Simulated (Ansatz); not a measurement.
# SiH4Cl (doublet): the correlation ladder at distance Cl1–H2 along a hydrogen transfer = 2.043 Å, cc-pVDZ

Aim: climb from Hartree-Fock through coupled cluster and multireference methods for SiH4Cl (doublet) at one geometry and basis, and see what each rung misses.

Computed with Ansatz 0.2.0, Gaussian basis. Level: cc-pVDZ, core rule «outside noble gas», up to 10 orbitals frozen.

Plan: UHF; CCSD(T) on ROHF; CCSD(T) on UHF; BCCD(T) on ROHF; CISD; CCSDT(Q) on ROHF; CCSDT(Q) on UHF; CASSCF and MRCISD+Q, 3 electrons in 3 orbitals; CASSCF and NEVPT2, 3 electrons in 3 orbitals; CASSCF and MRCISD+Q, 15 electrons in 12 orbitals; CASSCF and NEVPT2, 15 electrons in 12 orbitals.

### Step 1. The system

The geometry derives from fragments relaxed apart (PBE0/def2-TZVP) and kept rigid, so it is no stationary point. A hydrogen atom is moved between rigid fragments.

6 atoms, charge 0, spin multiplicity 2.

Atoms are counted from 1 here; the program's logs count them from 0.

Bond lengths: H2–Si3 1.440 Å, Si3–H4 1.486 Å, Si3–H5 1.486 Å, Si3–H6 1.486 Å. Angles: H2–Si3–H4 107.6°, H2–Si3–H5 107.6°, H2–Si3–H6 107.6°, H4–Si3–H5 111.3°, H4–Si3–H6 111.3°, H5–Si3–H6 111.3°.

### Step 2. UHF

The input, in.yaml:

```yaml
crystal:
  periodic: [false, false, false]
  atoms:
    - {symbol: Cl, position_ang: [-1.654184, 0.000000, -0.000001]}
    - {symbol: H, position_ang: [0.388816, 0.000000, 0.000000]}
    - {symbol: Si, position_ang: [1.828816, 0.000000, 0.000001]}
    - {symbol: H, position_ang: [2.278790, -1.416254, 0.000001]}
    - {symbol: H, position_ang: [2.278791, 0.708126, -1.226510]}
    - {symbol: H, position_ang: [2.278790, 0.708126, 1.226512]}
basis:
  gaussian: {orbitals: cc-pVDZ}
magnetization: {spin_polarized: true, initial_magnetization: 1}
hamiltonian: {xc: hf}
output: {orbitals: {seedname: orbitals}}
```

Command:

```sh
> ansatz run in.yaml --threads 1 --pin off --events-out ev --progress --plain --max-ram 2816MiB --backend cpu
```

The runs that follow: CCSD(T) on ROHF; CCSD(T) on UHF; BCCD(T) on ROHF; CISD; CCSDT(Q) on ROHF; CCSDT(Q) on UHF; CASSCF and MRCISD+Q, 3 electrons in 3 orbitals; CASSCF and NEVPT2, 3 electrons in 3 orbitals; CASSCF and MRCISD+Q, 15 electrons in 12 orbitals; CASSCF and NEVPT2, 15 electrons in 12 orbitals.

**Question.** What will the summary of the whole plan be? Wanted: UCCSDT(Q) below the RHF energy; RMP2 from UCCSDT(Q); UMP2 from UCCSDT(Q); RCCSD from UCCSDT(Q); RCCSD(T) from UCCSDT(Q); UCCSD(T) from UCCSDT(Q); RCCSDT(Q) from UCCSDT(Q); MRCISD+Q pair from UCCSDT(Q); NEVPT2 valence from UCCSDT(Q).

The runs gave:

```
                         quantity                                                   value
   UCCSDT(Q) below the RHF energy                                              -7.8861 eV
              RMP2 from UCCSDT(Q)                                           +136.0 kJ/mol
              UMP2 from UCCSDT(Q)                                           +137.6 kJ/mol
             RCCSD from UCCSDT(Q)                                            +14.3 kJ/mol
          RCCSD(T) from UCCSDT(Q)                                             +2.9 kJ/mol
          UCCSD(T) from UCCSDT(Q)                                             +2.9 kJ/mol
         RCCSDT(Q) from UCCSDT(Q)                                              0.0 kJ/mol
     MRCISD+Q pair from UCCSDT(Q)                                             +4.6 kJ/mol
    NEVPT2 valence from UCCSDT(Q)                                           +167.0 kJ/mol
  MRCISD+Q valence from UCCSDT(Q)                                             +4.8 kJ/mol
levels within 1 kcal/mol (43 meV)  RCCSD(T), UCCSD(T), BCCD(T), RCCSDT, UCCSDT, RCCSDT(Q)
                    T1 diagnostic                                                   0.016
   effectively unpaired electrons                                                    1.01
```

In words: RCCSD(T) lands +2.9 kJ/mol from the yardstick (0.4 % of the correlation energy). One determinant dominates. Of the multireference levels listed MRCISD+Q pair comes nearest in total energy (+4.6 kJ/mol), which doesn't show that its space is the better one. These misses are within one basis, not against nature; the frozen cores of restricted and unrestricted runs differ, which can shift their rows.
